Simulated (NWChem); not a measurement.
# LiH (SMILES [LiH]): levels of theory compared

We compute a comparison of 6 runs (BP86/6-31G*, BP86/6-31+G*, BP86/6-311+G**, BP86/6-311++G(2d,2p), BP86/6-311++G(3df,3pd), TDA-PBE/aug-cc-pVDZ) of LiH. 

Program for the calculation: NWChem 7.3.0.

4 further runs of the same task are left out: 4 set aside as unsound or not needed.

## Step 1: The system as given

The species is LiH (2 atoms), meant as a singlet with charge 0. As SMILES, `[LiH]`. The bond length is the measured one.

Bond lengths: Li1–H2 1.596 Å.

## Step 2: The charge distribution at BP86/6-31G(d) (spherical functions) (run 1)

The input, hli.nw:

```
start hli
memory stack 880 mb heap 220 mb global 1100 mb

geometry units angstroms noautosym nocenter noautoz
 Li       0.000000       0.000000       0.000000
 H        0.000000       0.000000       1.595700
end

basis spherical bse
 Li library 6-31G*
 H library 6-31G*
end

dft
 xc becke88 perdew86
 grid fine
 convergence energy 1e-08
 maxiter 100
 mulliken
 noprint "final vectors analysis"
end

property
 dipole
 quadrupole
 mulliken
end

task dft property
```

Started as:

```bash
$ nwchem hli.nw > hli.out
```

The program printed:

```text
[...]
          Wavefunction type:  closed shell.
          No. of atoms     :     2
          No. of electrons :     4
[...]
          Charge           :     0
          Spin multiplicity:     1
[...]
          AO basis - number of functions:    16
[...]
              XC Information
              --------------
                    Becke 1988 Exchange Functional  1.000
                Perdew 1981 Correlation Functional  1.000 local
                Perdew 1986 Correlation Functional  1.000 non-local
[...]
 d= 0,ls=0.0,diis     1     -8.0607416322 -9.06D+00  2.80D-02  1.99D-02     0.1
[...]
 d= 0,ls=0.0,diis     7     -8.0678849457 -1.39D-10  3.44D-07  4.93D-12     0.3
         Total DFT energy =       -8.067884945701
      One electron energy =      -12.434814232696
           Coulomb energy =        5.592812465164
    Exchange-Corr. energy =       -2.220764262959
 Nuclear repulsion energy =        0.994881084790
[...]
      Total Density - Mulliken Population Analysis
     ---------------------------------------------
    Atom       Charge   Shell Charges
 -----------   ------   -------------------------------------------------------
    1 Li   3     2.90   2.00  0.33  0.31  0.25 -0.01  0.02
    2 H    1     1.10   0.45  0.65
[...]
   Dipole moment        5.5734064638 Debye(s)
             DMX       -0.0000000000 DMXEFC        0.0000000000
             DMY       -0.0000000000 DMYEFC        0.0000000000
             DMZ       -5.5734064638 DMZEFC        0.0000000000
   -EFC- dipole         0.0000000000 DEBYE(S)
   Total dipole         5.5734064638 DEBYE(S)
[...]
```

Wall time 1 s (1 thread of Intel Xeon Platinum 8488C (Sapphire Rapids), shared host); peak memory 0.11 GiB.

Atomic charges (e):

```csv
atom,Mulliken,Löwdin
Li1,+0.101,+0.060
H2,-0.101,-0.060
```

## Step 3: The charge distribution at BP86/6-31+G(d) (spherical functions) (run 2)

The input, work.nw:

```
start work
title "HLi"
memory 2200 mb
charge 0

geometry noautosym nocenter noautoz
   Li     0.000000     0.000000     0.000000
   H      0.000000     0.000000     1.595700
end

basis spherical bse
   Li library 6-31+G*
   H library 6-31+G*
end

dft
   xc becke88 perdew86
   grid fine
   convergence energy 1e-08
   iterations 100
   mulliken
   noprint "final vectors analysis"
end

property
   dipole
   quadrupole
   mulliken
end

task dft property
```

Started as:

```bash
$ nwchem work.nw > work.out
```

The program printed:

```text
[...]
          Wavefunction type:  closed shell.
          No. of atoms     :     2
          No. of electrons :     4
[...]
          Charge           :     0
          Spin multiplicity:     1
[...]
          AO basis - number of functions:    20
[...]
              XC Information
              --------------
                    Becke 1988 Exchange Functional  1.000
                Perdew 1981 Correlation Functional  1.000 local
                Perdew 1986 Correlation Functional  1.000 non-local
[...]
 d= 0,ls=0.0,diis     1     -8.0608317938 -9.06D+00  2.26D-02  2.04D-02     0.1
[...]
 d= 0,ls=0.0,diis     7     -8.0680955232 -1.61D-10  2.87D-07  5.15D-12     0.4
         Total DFT energy =       -8.068095523187
      One electron energy =      -12.435173584228
           Coulomb energy =        5.592953616748
    Exchange-Corr. energy =       -2.220756640498
 Nuclear repulsion energy =        0.994881084790
[...]
      Total Density - Mulliken Population Analysis
     ---------------------------------------------
    Atom       Charge   Shell Charges
 -----------   ------   -------------------------------------------------------
    1 Li   3     2.90   2.00  0.34  0.32  0.23 -0.02  0.01  0.01  0.02
    2 H    1     1.10   0.45  0.65
[...]
   Dipole moment        5.5870126076 Debye(s)
             DMX        0.0000000036 DMXEFC        0.0000000000
             DMY        0.0000000036 DMYEFC        0.0000000000
             DMZ       -5.5870126076 DMZEFC        0.0000000000
   -EFC- dipole         0.0000000000 DEBYE(S)
   Total dipole         5.5870126076 DEBYE(S)
[...]
```

Wall time 0.95 s (1 thread of Intel Xeon Platinum 8488C (Sapphire Rapids), shared host); peak memory 0.11 GiB.

Atomic charges (e):

```
atom  Mulliken  Löwdin
 Li1    +0.104  +0.050
  H2    -0.104  -0.050
```

Runs 3 to 4 aren't shown in full; the table further down has their settings and results.

## Step 4: The charge distribution at BP86/6-311++G(3df,3pd) (run 5)

The input, hli.nw:

```
start hli
memory 2200 mb
charge 0

geometry units au noautosym nocenter noautoz
   Li     0.00000000     0.00000000     0.00000000
   H      0.00000000     0.00000000     3.01543598
end

basis spherical bse
   Li library "6-311++G(3df,3pd)"
   H library "6-311++G(3df,3pd)"
end

dft
   xc becke88 perdew86
   grid fine
   convergence energy 1e-08
   maxiter 100
   mulliken
   noprint "final vectors analysis"
end

property
   dipole
   quadrupole
   mulliken
end

task dft property
```

Started as:

```bash
$ nwchem hli.nw > hli.out
```

The program printed:

```text
[...]
          Wavefunction type:  closed shell.
          No. of atoms     :     2
          No. of electrons :     4
[...]
          Charge           :     0
          Spin multiplicity:     1
[...]
          AO basis - number of functions:    57
[...]
              XC Information
              --------------
                    Becke 1988 Exchange Functional  1.000
                Perdew 1981 Correlation Functional  1.000 local
                Perdew 1986 Correlation Functional  1.000 non-local
[...]
 d= 0,ls=0.0,diis     1     -8.0645967326 -9.06D+00  6.73D-03  3.11D-02     0.3
[...]
 d= 0,ls=0.0,diis     7     -8.0724977453 -3.31D-09  3.22D-07  9.44D-11     1.4
         Total DFT energy =       -8.072497745262
      One electron energy =      -12.454640460737
           Coulomb energy =        5.609043766590
    Exchange-Corr. energy =       -2.221782063313
 Nuclear repulsion energy =        0.994881012198
[...]
      Total Density - Mulliken Population Analysis
     ---------------------------------------------
    Atom       Charge   Shell Charges
 -----------   ------   -------------------------------------------------------
    1 Li   3     2.74   1.20  0.79  0.11  0.38  0.13  0.09  0.02  0.00  0.00  0.00  0.01  0.01  0.00
    2 H    1     1.26   0.22  0.53  0.51 -0.02  0.00  0.00  0.01  0.00
[...]
   Dipole moment        5.6993552927 Debye(s)
             DMX        0.0000000003 DMXEFC        0.0000000000
             DMY        0.0000000005 DMYEFC        0.0000000000
             DMZ       -5.6993552927 DMZEFC        0.0000000000
   -EFC- dipole         0.0000000000 DEBYE(S)
   Total dipole         5.6993552927 DEBYE(S)
[...]
```

Run time: 1.9 s. Hardware: 1 thread of Intel Xeon Platinum 8488C (Sapphire Rapids), shared host; peak memory 0.11 GiB.

Atomic charges (e):

```csv
atom,Mulliken,Löwdin
Li1,+0.258,+0.320
H2,-0.258,-0.320
```

## Step 5: The vertical excitations at TDA-PBE/aug-cc-pVDZ (run 6)

The input, hli.nw:

```
start hli
memory total 2200 mb
geometry noautosym nocenter noautoz
  Li     0.000000     0.000000     0.000000
  H      0.000000     0.000000     1.595700
end
basis spherical bse
  Li library aug-cc-pVDZ
  H library aug-cc-pVDZ
end
dft
  xc xpbe96 cpbe96
  grid fine
  convergence energy 1e-08
  iterations 100
  mulliken
  noprint "final vectors analysis"
end
tddft
  cis
  nroots 1
  notriplet
end
task tddft energy
```

Started as:

```bash
$ nwchem hli.nw > hli.out
```

The program printed:

```text
[...]
          Wavefunction type:  closed shell.
          No. of atoms     :     2
          No. of electrons :     4
[...]
          Charge           :     0
          Spin multiplicity:     1
[...]
          AO basis - number of functions:    32
[...]
              XC Information
              --------------
          PerdewBurkeErnzerhof Exchange Functional  1.000
            Perdew 1991 LDA Correlation Functional  1.000 local
           PerdewBurkeErnz. Correlation Functional  1.000 non-local
[...]
 d= 0,ls=0.0,diis     1     -8.0352188124 -9.03D+00  1.42D-02  2.50D-02     0.2
[...]
 d= 0,ls=0.0,diis     7     -8.0426287008 -1.23D-09  1.44D-07  1.08D-11     0.7
         Total DFT energy =       -8.042628700778
      One electron energy =      -12.430511009003
           Coulomb energy =        5.576650063865
    Exchange-Corr. energy =       -2.183648840430
 Nuclear repulsion energy =        0.994881084790
[...]
      Total Density - Mulliken Population Analysis
     ---------------------------------------------
    Atom       Charge   Shell Charges
 -----------   ------   -------------------------------------------------------
    1 Li   3     2.90   1.98  0.42  0.14 -0.01  0.33 -0.01  0.00  0.01  0.02
    2 H    1     1.10   0.67  0.34  0.08  0.00  0.01
[...]
  Root   1 singlet a              0.112162345 a.u.                3.0521 eV
[...]
     Dipole Oscillator Strength                    0.0851867164
[...]
     Total Oscillator Strength                     0.0851867341
[...]
```

It took 2 s on 1 thread of Intel Xeon Platinum 8488C (Sapphire Rapids), shared host; peak memory 0.11 GiB.

## Step 6: All runs side by side

| run | level | number of roots | task | energy (Eh) | dipole moment (D) | wall time |
| --- | --- | --- | --- | --- | --- | --- |
| 1 | BP86/6-31G* (spherical functions) | – | properties | -8.067885 | 5.57 | 1 s |
| 2 | BP86/6-31+G* (spherical functions) | – | properties | -8.068096 | 5.59 | 0.95 s |
| 3 | BP86/6-311+G** | – | properties | -8.072105 | 5.69 | 1.2 s |
| 4 | BP86/6-311++G(2d,2p) | – | properties | -8.072328 | 5.70 | 1.3 s |
| 5 | BP86/6-311++G(3df,3pd) | – | properties | -8.072498 | 5.70 | 1.9 s |
| 6 | TDA-PBE/aug-cc-pVDZ | 1 | excited | -8.042629 | 5.61 | 2 s |

Convergence of the total energy of singlet LiH with the basis set, against the last point:

| basis set | from the last (mEh) | wall time |
| --- | --- | --- |
| 6-31G* | +4.613 | 1 s |
| 6-31+G* | +4.402 | 0.95 s |
| 6-311+G** | +0.393 | 1.2 s |
| 6-311++G(2d,2p) | +0.169 | 1.3 s |
| 6-311++G(3df,3pd) | +0.000 | 1.9 s |

Convergence of the dipole moment of singlet LiH with the basis set, against the last point:

```csv
basis set,from the last (D),wall time
6-31G*,-0.1259,1 s
6-31+G*,-0.1123,0.95 s
6-311+G**,-0.0134,1.2 s
"6-311++G(2d,2p)",+0.0027,1.3 s
"6-311++G(3df,3pd)",+0.0000,1.9 s
```

## Step 7: Outcome

| quantity | value |
| --- | --- |
| run 6: ground-state or mean-field energy | -8.04263 Eh |
| run 6: dipole moment (of the density that the program reports) | 5.61 D |
| run 6: lowest singlet excitation energy | 3.05 eV |

**Reading.** For the total energy of singlet LiH to stay within 2 mEh of the last point, 6-311+G** is the first point of the series from which all later ones do (1.2 s against 1.9 s). For the total energy of singlet LiH to stay within 0.5 mEh of the last point, 6-311+G** is the first point of the series from which all later ones do (1.2 s against 1.9 s). For the dipole moment of singlet LiH to stay within 0.1 D of the last point, 6-311+G** is the first point of the series from which all later ones do (1.2 s against 1.9 s). For the dipole moment of singlet LiH to stay within 0.02 D of the last point, 6-311+G** is the first point of the series from which all later ones do (1.2 s against 1.9 s). The dipole moment (its size) runs from 5.57 D (BP86/6-31G*) to 5.70 D (BP86/6-311++G(2d,2p)). All runs together took 8.4 s, the longest 2 s.
